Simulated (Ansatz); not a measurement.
Ideal-gas functions of C₂H₃O₂, SMILES `[CH2]C(=O)O` radical at 500 K and 1 bar, from an Ansatz frequency run at PBE0-D4/def2-TZVP.

Molar mass 59.04 g/mol, point group Cs (symmetry number 1), electronic degeneracy 2, moments of inertia 42.914, 47.389, 90.303 u Å². Harmonic wavenumbers (cm⁻¹, unscaled): 307, 422, 553, 587, 647, 781, 934, 991, 1208, 1372, 1467, 1742, 3191, 3315, 3799.

Use S(trans) = R[1.5 ln M + 2.5 ln T − 1.1517]; rotational temperatures θ = 24.2544 K / I; S(rot) = R[ln(√π/σ · √(T³/θAθBθC)) + 1.5]; for each mode x = 1.438777 ν̃/T, S = R[x/(eˣ − 1) − ln(1 − e⁻ˣ)] and H = RT x/(eˣ − 1); 1 cm⁻¹ = 0.0119627 kJ/mol; R = 8.31446 J/(mol·K).

**Question.** By hand: the entropy, in J/(mol·K).

**Answer.** Translation 170.5. Rotation: θ = 0.5652, 0.5118, 0.2686 K, giving 105.4. Vibration, mode by mode: 9.61, 7.19, 5.28, 4.88, 4.25, 3.14, 2.22, 1.95, 1.18, 0.81, 0.65, 0.33, 0.01, 0.01, 0.00, in all 41.5. Electronic 5.8. Sum 323.2 J/(mol·K).

**Question.** By hand: H − E and G − E in kJ/mol, counted from the electronic energy.

**Answer.** Zero-point energy ½ × 21316 × 0.0119627 = 127.5; thermal vibration 13.3; translation, rotation and pV give 4 RT = 16.6. H − E = 157.4 kJ/mol, and G − E = 157.4 − 500 × 323.2/1000 = -4.2 kJ/mol.

Vibration gives 13 % of the entropy. The sum counts one conformer and one mirror image; others add a mixing term.
